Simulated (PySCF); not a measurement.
**Gas-phase thermal properties of Al(CH3)2OH**

Computed with PySCF and rigid-rotor harmonic-oscillator thermochemistry at 1 bar. 6-31G* has spherical d functions here. All species are closed-shell singlets. B3LYP is the form with VWN-RPA correlation. Methyl groups turn as free rotors in Al(CH3)2OH. Al(CH3)2OH: computed as isolated molecules; such fragments, hydroxides, amides, oligomers or adducts are transient or little studied in the gas. The harmonic model lacks anharmonicity and excited electronic states, which grow with temperature; levels with a mode under 35 cm⁻¹ are left out.

```
level           point group  σ  ZPE (kJ/mol)  S°298 (J/mol/K)  Cp298 (J/mol/K)  S°1000 (J/mol/K)  H1000 − H298 (kJ/mol)
--------------  -----------  -  ------------  ---------------  ---------------  ----------------  ---------------------
B3LYP/6-31G*             Cs  1         223.1            344.5            102.6             517.6                  106.1
HF/6-31G*                Cs  1         235.8            341.4             99.4             509.7                  103.3
PBE/def2-SVP             Cs  1         214.9            347.4            106.6             525.5                  108.9
PBE0/def2-TZVP           Cs  1         221.6            345.3            104.2             520.4                  107.2
```
σ: rotational symmetry number. Electronic degeneracy used: 1. Frequencies are unscaled.
